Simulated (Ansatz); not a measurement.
C3H4F2 can be A, `F[C@H]1C[C@@H]1F`, or B, `FC1(F)CC1`.

Program: Ansatz. Geometries: PBE0-D4/def2-TZVP. ΔE: electronic, gas phase. CBS: MP2 limit from def2 TZ/QZ plus the TZ coupled-cluster correction, frozen cores. This one scheme is used for every species. Functionals use def2-TZVPP. B3LYP here is the variant with VWN-RPA as its local correlation; programs differ in this.

A:

```xyz
9

F     1.2851    0.8197   -1.2267
C     0.8195    0.0895   -0.1777
C    -0.3861    0.5781    0.5597
C    -0.4665   -0.6180   -0.3340
F    -0.5981   -1.8486    0.2308
H     1.6119   -0.3927    0.3834
H    -0.3987    0.4199    1.6308
H    -0.8708    1.4809    0.2092
H    -0.9964   -0.5288   -1.2755
```

B:

Z-matrix (Å, degrees):
```
C
F 1 1.343
C 1 1.469 2 119.5
F 1 1.343 2 109.3 3 -143.1
C 1 1.469 2 119.5 3 73.9
H 3 1.082 1 117.6 2 -142.8
H 3 1.082 1 117.6 2 3.4
H 5 1.082 1 117.6 2 -3.4
H 5 1.082 1 117.6 2 142.8
```

Task: Which isomer does CCSD(T)/CBS put lower? Give the gap. (An estimate is asked.)

Result: Ansatz gave: B, by 7.7 kcal/mol.

Task: Give E(B) − E(A) in kcal/mol with MP2/def2-TZVPP, r2SCAN-D4, BLYP-D4, CCSD(T)/def2-TZVPP, LDA (SPW92), B3LYP-D4, B2PLYP. (Best estimate.)

Result: The calculation gave: MP2/def2-TZVPP -8.3, r2SCAN-D4 -8.4, BLYP-D4 -6.7, CCSD(T)/def2-TZVPP -8.0, LDA (SPW92) -8.6, B3LYP-D4 -7.1, B2PLYP -7.5. None reverses the order clearly.

Task: Does the order hold for the free energy at 298.15 K (harmonic terms from PBE0-D4)? (Best estimate.)

Result: The calculation gave: Yes: G(B) − G(A) = -7.6 kcal/mol.

Largest T1 diagnostic: 0.011.

At CCSD(T), def2-SVP lies −1.4 kcal/mol from the extrapolated value and def2-TZVPP −0.3 kcal/mol. Leaving LDA and LC-ωPBE aside and taking each functional with its dispersion term where it has one, the values, not all of them listed here, spread over 1.8 kcal/mol, from r2SCAN0-D4 to BLYP-D4. LDA lies −1.2 kcal/mol from PBE without D4.
